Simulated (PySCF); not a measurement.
From a log to its input

A PySCF 2.14 run on the atoms Mg 0 0 0; O 0 0 1.818 (angstrom) printed this (some set-up lines and the per-cycle HOMO/LUMO lines with their warnings removed):

```
PySCF version 2.14.0


nuclear repulsion = 27.9433510716832
number of shells = 16
number of NR pGTOs = 85
number of NR cGTOs = 50
basis = aug-cc-pvdz
ecp = {}

******** <class 'pyscf.dft.rks.RKS'> ********
method = RKS
initial guess = minao
damping factor = 0
level_shift factor = 0
DIIS = <class 'pyscf.scf.diis.CDIIS'>
SCF conv_tol = 1e-09
SCF max_cycles = 50
XC functionals = b3pw91

grids dens level: 3
Initial guess from minao.
tot grids = 32664
init E= -275.115830367094
cycle= 1 E= -274.727463332265  delta_E= 0.388  |g|= 1.23  |ddm|=  1.4
cycle= 2 E= -267.286643954271  delta_E= 7.44  |g|= 2.83  |ddm|= 3.04
cycle= 3 E= -274.897762456923  delta_E= -7.61  |g|= 0.87  |ddm|= 2.96
cycle= 4 E= -274.876243628605  delta_E= 0.0215  |g|= 1.04  |ddm|= 1.45
cycle= 5 E= -274.902210201792  delta_E= -0.026  |g|= 0.982  |ddm|= 0.095
cycle= 6 E= -274.917407109547  delta_E= -0.0152  |g|= 0.954  |ddm|= 0.0188
cycle= 7 E= -275.122227951456  delta_E= -0.205  |g|= 0.377  |ddm|= 0.364
cycle= 8 E= -275.154654392906  delta_E= -0.0324  |g|= 0.132  |ddm|= 0.158
cycle= 9 E= -275.15920594918  delta_E= -0.00455  |g|= 0.00182  |ddm|= 0.0924
cycle= 10 E= -275.159185438589  delta_E= 2.05e-05  |g|= 0.00928  |ddm|= 0.00991
cycle= 11 E= -275.159208804147  delta_E= -2.34e-05  |g|= 0.000178  |ddm|= 0.00666
cycle= 12 E= -275.159208809329  delta_E= -5.18e-09  |g|= 0.000139  |ddm|= 0.000292
cycle= 13 E= -275.159208814548  delta_E= -5.22e-09  |g|= 1.31e-05  |ddm|= 8.81e-05
cycle= 14 E= -275.159208814593  delta_E= -4.58e-11  |g|= 2.43e-07  |ddm|= 8.75e-06
Extra cycle  E= -275.159208814594  delta_E= -5.68e-13  |g|= 1.45e-06  |ddm|= 1.17e-06
converged SCF energy = -275.159208814594
Create scanner for <class 'pyscf.grad.rks.Gradients'>
Create scanner for <class 'pyscf.dft.rks.RKS'>
input.py

Current date and time:

#|     Arguments passed to driver run_optimizer():      |#
customengine              <pyscf.geomopt.geometric_solver.PySCFEngine object>
logIni                    <dir>
maxiter                   30
----------------------------------------------------------
Custom engine selected.
Bonds will be generated from interatomic distances less than 1.20 times sum of covalent radii
6 internal coordinates being used (instead of 6 Cartesians)
Internal coordinate system (atoms numbered from 1):
Distance 1-2
Translation-X 1-2
Translation-Y 1-2
Translation-Z 1-2
Rotation-A 1-2
Rotation-B 1-2
Rotation-C 1-2
<class 'geometric.internal.Distance'> : 1
<class 'geometric.internal.TranslationX'> : 1
<class 'geometric.internal.TranslationY'> : 1
<class 'geometric.internal.TranslationZ'> : 1
<class 'geometric.internal.RotationA'> : 1
<class 'geometric.internal.RotationB'> : 1
<class 'geometric.internal.RotationC'> : 1
> ===== Optimization Info: ====
> Job type: Energy minimization
> Maximum number of optimization cycles: 30
> Initial / maximum trust radius (Angstrom): 0.100 / 0.300
> Convergence Criteria:
> Will converge when all 5 criteria are reached:
>  |Delta-E| < 1.00e-06
>  RMS-Grad  < 3.00e-04
>  Max-Grad  < 4.50e-04
>  RMS-Disp  < 1.20e-03
>  Max-Disp  < 1.80e-03
> === End Optimization Info ===

Geometry optimization cycle 1
Cartesian coordinates (Angstrom)
 Atom        New coordinates             dX        dY        dZ
  Mg   0.000000   0.000000   0.000000    0.000000  0.000000  0.000000
   O   0.000000   0.000000   1.818000    0.000000  0.000000 -0.000000

WARN: Mole.unit (angstrom) is changed to Bohr

New geometry
   1 Mg     0.000000000000   0.000000000000   0.000000000000 AA    0.000000000000   0.000000000000   0.000000000000 Bohr
   2 O      0.000000000000   0.000000000000   1.818000000000 AA    0.000000000000   0.000000000000   3.435522094459 Bohr

******** <class 'pyscf.scf.hf.RKS_Scanner'> ********
method = RKS_Scanner
initial guess = minao
damping factor = 0
level_shift factor = 0
DIIS = <class 'pyscf.scf.diis.CDIIS'>
SCF conv_tol = 1e-09
SCF max_cycles = 50
XC functionals = b3pw91

grids dens level: 3
tot grids = 32664
init E= -275.159208814594
cycle= 1 E= -275.159208814577  delta_E= 1.65e-11  |g|= 7.95e-06  |ddm|= 6.31e-06
Extra cycle  E= -275.159208814117  delta_E= 4.6e-10  |g|= 4.34e-05  |ddm|= 3.42e-05
converged SCF energy = -275.159208814117

******** <class 'pyscf.grad.rhf.Gradients_Scanner'> for <class 'pyscf.scf.hf.RKS_Scanner'> ********
unit = Eh/Bohr
grid_response = True
--------------- RKS_Scanner gradients ---------------
         x                y                z
0 Mg     0.0000000000     0.0000000000    -0.0256190721
1 O    -0.0000000000    -0.0000000000     0.0256190721
----------------------------------------------
cycle 1: E = -275.159208814  dE = -275.159  norm(grad) = 0.0362308
Step    0 : Gradient = 2.562e-02/2.562e-02 (rms/max) Energy = -275.1592088141
Hessian Eigenvalues: 5.00000e-02 5.00000e-02 5.00000e-02 ... 5.00000e-02 5.00000e-02 2.47485e-01

Geometry optimization cycle 2
Cartesian coordinates (Angstrom)
 Atom        New coordinates             dX        dY        dZ
  Mg  -0.000000  -0.000000   0.027390   -0.000000 -0.000000  0.027390
   O   0.000000   0.000000   1.790610    0.000000  0.000000 -0.027390
New geometry
   1 Mg    -0.000000000000  -0.000000000000   0.027389612259 AA   -0.000000000000  -0.000000000000   0.051758865828 Bohr
   2 O      0.000000000000   0.000000000000   1.790610387741 AA    0.000000000000   0.000000000000   3.383763228632 Bohr

******** <class 'pyscf.scf.hf.RKS_Scanner'> ********
method = RKS_Scanner
initial guess = minao
damping factor = 0
level_shift factor = 0
DIIS = <class 'pyscf.scf.diis.CDIIS'>
SCF conv_tol = 1e-09
SCF max_cycles = 50
XC functionals = b3pw91

grids dens level: 3
tot grids = 32664
init E= -275.168340449634
cycle= 1 E= -275.159536385294  delta_E= 0.0088  |g|= 0.0734  |ddm|= 0.125
cycle= 2 E= -275.114376970302  delta_E= 0.0452  |g|= 0.429  |ddm|= 0.324
cycle= 3 E= -275.160860424501  delta_E= -0.0465  |g|= 0.00557  |ddm|= 0.283
cycle= 4 E= -275.160867338664  delta_E= -6.91e-06  |g|= 0.0045  |ddm|= 0.00908
cycle= 5 E= -275.160872790967  delta_E= -5.45e-06  |g|= 0.000197  |ddm|= 0.0031
cycle= 6 E= -275.16087280009  delta_E= -9.12e-09  |g|= 0.000128  |ddm|= 0.000309
cycle= 7 E= -275.160872804589  delta_E= -4.5e-09  |g|= 2.13e-05  |ddm|= 8.22e-05
cycle= 8 E= -275.160872804722  delta_E= -1.33e-10  |g|= 2.78e-06  |ddm|= 1.54e-05
Extra cycle  E= -275.160872804663  delta_E= 5.89e-11  |g|= 1.56e-05  |ddm|= 1.24e-05
converged SCF energy = -275.160872804663

******** <class 'pyscf.grad.rhf.Gradients_Scanner'> for <class 'pyscf.scf.hf.RKS_Scanner'> ********
unit = Eh/Bohr
grid_response = True
--------------- RKS_Scanner gradients ---------------
         x                y                z
0 Mg    -0.0000000000     0.0000000000    -0.0054985228
1 O     0.0000000000    -0.0000000000     0.0054985228
----------------------------------------------
cycle 2: E = -275.160872805  dE = -0.00166399  norm(grad) = 0.00777609
Step    1 : Displace = 2.739e-02/2.739e-02 (rms/max) Trust = 1.000e-01 (=) Grad = 5.499e-03/5.499e-03 (rms/max) E (change) = -275.1608728047 (-1.664e-03) Quality = 1.255
Hessian Eigenvalues: 5.00000e-02 5.00000e-02 5.00000e-02 ... 5.00000e-02 5.00000e-02 1.94368e-01

Geometry optimization cycle 3
Cartesian coordinates (Angstrom)
 Atom        New coordinates             dX        dY        dZ
  Mg   0.000000  -0.000000   0.034875    0.000000  0.000000  0.007485
   O  -0.000000   0.000000   1.783125   -0.000000 -0.000000 -0.007485
New geometry
   1 Mg     0.000000000000  -0.000000000000   0.034874617013 AA    0.000000000000  -0.000000000000   0.065903474855 Bohr
   2 O     -0.000000000000   0.000000000000   1.783125382986 AA   -0.000000000000   0.000000000000   3.369618619604 Bohr

******** <class 'pyscf.scf.hf.RKS_Scanner'> ********
method = RKS_Scanner
initial guess = minao
damping factor = 0
level_shift factor = 0
DIIS = <class 'pyscf.scf.diis.CDIIS'>
SCF conv_tol = 1e-09
SCF max_cycles = 50
XC functionals = b3pw91

grids dens level: 3
tot grids = 32664
init E= -275.162865428364
cycle= 1 E= -275.160799594985  delta_E= 0.00207  |g|= 0.0235  |ddm|= 0.0365
cycle= 2 E= -275.15687211987  delta_E= 0.00393  |g|= 0.127  |ddm|= 0.0986
cycle= 3 E= -275.160935292812  delta_E= -0.00406  |g|= 0.00111  |ddm|= 0.0846
cycle= 4 E= -275.160935631544  delta_E= -3.39e-07  |g|= 0.000492  |ddm|= 0.00132
cycle= 5 E= -275.160935697886  delta_E= -6.63e-08  |g|= 8.65e-05  |ddm|= 0.000463
cycle= 6 E= -275.16093569989  delta_E= -2e-09  |g|= 1.06e-05  |ddm|= 5.51e-05
cycle= 7 E= -275.160935699921  delta_E= -3.13e-11  |g|= 2.17e-06  |ddm|= 6.49e-06
Extra cycle  E= -275.160935699885  delta_E= 3.55e-11  |g|= 1.21e-05  |ddm|= 9.67e-06
converged SCF energy = -275.160935699885

******** <class 'pyscf.grad.rhf.Gradients_Scanner'> for <class 'pyscf.scf.hf.RKS_Scanner'> ********
unit = Eh/Bohr
grid_response = True
--------------- RKS_Scanner gradients ---------------
         x                y                z
0 Mg     0.0000000000     0.0000000000     0.0011434307
1 O    -0.0000000000    -0.0000000000    -0.0011434307
----------------------------------------------
cycle 3: E = -275.1609357  dE = -6.28952e-05  norm(grad) = 0.00161706
Step    2 : Displace = 7.485e-03/7.485e-03 (rms/max) Trust = 1.414e-01 (+) Grad = 1.143e-03/1.143e-03 (rms/max) E (change) = -275.1609356999 (-6.290e-05) Quality = 0.809
Hessian Eigenvalues: 5.00000e-02 5.00000e-02 5.00000e-02 ... 5.00000e-02 5.00000e-02 2.34787e-01

Geometry optimization cycle 4
Cartesian coordinates (Angstrom)
 Atom        New coordinates             dX        dY        dZ
  Mg   0.000000  -0.000000   0.033586   -0.000000 -0.000000 -0.001289
   O  -0.000000   0.000000   1.784414    0.000000  0.000000  0.001289
New geometry
   1 Mg     0.000000000000  -0.000000000000   0.033586052701 AA    0.000000000000  -0.000000000000   0.063468441210 Bohr
   2 O     -0.000000000000   0.000000000000   1.784413947299 AA   -0.000000000000   0.000000000000   3.372053653249 Bohr

******** <class 'pyscf.scf.hf.RKS_Scanner'> ********
method = RKS_Scanner
initial guess = minao
damping factor = 0
level_shift factor = 0
DIIS = <class 'pyscf.scf.diis.CDIIS'>
SCF conv_tol = 1e-09
SCF max_cycles = 50
XC functionals = b3pw91

grids dens level: 3
tot grids = 32664
init E= -275.160619079348
cycle= 1 E= -275.160934182847  delta_E= -0.000315  |g|= 0.00412  |ddm|= 0.00632
cycle= 2 E= -275.160823302368  delta_E= 0.000111  |g|= 0.0214  |ddm|= 0.0168
cycle= 3 E= -275.160938375075  delta_E= -0.000115  |g|= 0.00012  |ddm|= 0.0143
cycle= 4 E= -275.160938379003  delta_E= -3.93e-09  |g|= 7.43e-06  |ddm|= 8.56e-05
cycle= 5 E= -275.160938379047  delta_E= -4.37e-11  |g|= 9.35e-07  |ddm|= 1.86e-05
Extra cycle  E= -275.160938379046  delta_E= 6.82e-13  |g|= 1.92e-06  |ddm|= 3.3e-06
converged SCF energy = -275.160938379046

******** <class 'pyscf.grad.rhf.Gradients_Scanner'> for <class 'pyscf.scf.hf.RKS_Scanner'> ********
unit = Eh/Bohr
grid_response = True
--------------- RKS_Scanner gradients ---------------
         x                y                z
0 Mg     0.0000000000    -0.0000000000    -0.0000393578
1 O    -0.0000000000     0.0000000000     0.0000393578
----------------------------------------------
cycle 4: E = -275.160938379  dE = -2.67916e-06  norm(grad) = 5.56603e-05
Step    3 : Displace = 1.289e-03/1.289e-03 (rms/max) Trust = 2.000e-01 (+) Grad = 3.936e-05/3.936e-05 (rms/max) E (change) = -275.1609383790 (-2.679e-06) Quality = 0.962
Hessian Eigenvalues: 5.00000e-02 5.00000e-02 5.00000e-02 ... 5.00000e-02 5.00000e-02 2.42869e-01

Geometry optimization cycle 5
Cartesian coordinates (Angstrom)
 Atom        New coordinates             dX        dY        dZ
  Mg  -0.000000  -0.000000   0.033629   -0.000000  0.000000  0.000043
   O   0.000000   0.000000   1.784371    0.000000 -0.000000 -0.000043
New geometry
   1 Mg    -0.000000000000  -0.000000000000   0.033628930190 AA   -0.000000000000  -0.000000000000   0.063549467922 Bohr
   2 O      0.000000000000   0.000000000000   1.784371069809 AA    0.000000000000   0.000000000000   3.371972626537 Bohr

******** <class 'pyscf.scf.hf.RKS_Scanner'> ********
method = RKS_Scanner
initial guess = minao
damping factor = 0
level_shift factor = 0
DIIS = <class 'pyscf.scf.diis.CDIIS'>
SCF conv_tol = 1e-09
SCF max_cycles = 50
XC functionals = b3pw91

grids dens level: 3
tot grids = 32664
init E= -275.160949073611
cycle= 1 E= -275.160938376848  delta_E= 1.07e-05  |g|= 0.000148  |ddm|= 0.000217
cycle= 2 E= -275.160938231151  delta_E= 1.46e-07  |g|= 0.000777  |ddm|= 0.000609
cycle= 3 E= -275.160938382274  delta_E= -1.51e-07  |g|= 4.4e-06  |ddm|= 0.000517
cycle= 4 E= -275.160938382279  delta_E= -5e-12  |g|= 4.12e-07  |ddm|= 3.49e-06
Extra cycle  E= -275.160938382278  delta_E= 1.14e-12  |g|= 2.26e-06  |ddm|= 2.04e-06
converged SCF energy = -275.160938382278

******** <class 'pyscf.grad.rhf.Gradients_Scanner'> for <class 'pyscf.scf.hf.RKS_Scanner'> ********
unit = Eh/Bohr
grid_response = True
--------------- RKS_Scanner gradients ---------------
         x                y                z
0 Mg     0.0000000000    -0.0000000000    -0.0000005866
1 O    -0.0000000000     0.0000000000     0.0000005866
----------------------------------------------
cycle 5: E = -275.160938382  dE = -3.23223e-09  norm(grad) = 8.29539e-07
Step    4 : Displace = 4.288e-05/4.288e-05 (rms/max) Trust = 2.828e-01 (+) Grad = 5.866e-07/5.866e-07 (rms/max) E (change) = -275.1609383823 (-3.232e-09) Quality = 1.014
Hessian Eigenvalues: 5.00000e-02 5.00000e-02 5.00000e-02 ... 5.00000e-02 5.00000e-02 2.42869e-01
Converged! =D

    #| If this code has benefited your research, please support us by citing: |#
    #| Wang, L.-P.; Song, C.C. (2016) "Geometry optimization made simple with |#
    #| translation and rotation coordinates", J. Chem, Phys. 144, 214108.     |#
    #|                                     |#
optimised geometry (angstrom)
Mg         -0.00000000       -0.00000000        0.03362893
O           0.00000000        0.00000000        1.78437107
orbital energies (hartree): [-0.2515 -0.2138 -0.2138 -0.1441 -0.0314 -0.0314]
```

Q: Write the input that gave this log.

A: The input was:

```python
from pyscf import gto, dft
from pyscf.geomopt.geometric_solver import optimize

mol = gto.M(
    atom='Mg 0 0 0; O 0 0 1.818',
    basis='aug-cc-pvdz',
    charge=0,
    spin=0,
    verbose=4,
)
mf = dft.RKS(mol, xc='b3pw91')
mf.kernel()
g = mf.nuc_grad_method()
g.grid_response = True
mol_eq = optimize(g.as_scanner(), maxsteps=30)
print('optimised geometry (angstrom)')
print(mol_eq.tostring('raw'))
print('orbital energies (hartree):', mf.mo_energy[..., max(0, mol.nelec[1]-3):mol.nelec[0]+3].round(4))
```

At this level a UKS run with spin=2 ends 0.29 eV lower; the true order of the states can differ. The last line lists the levels of the start geometry. Stability towards an unrestricted solution was not tested.
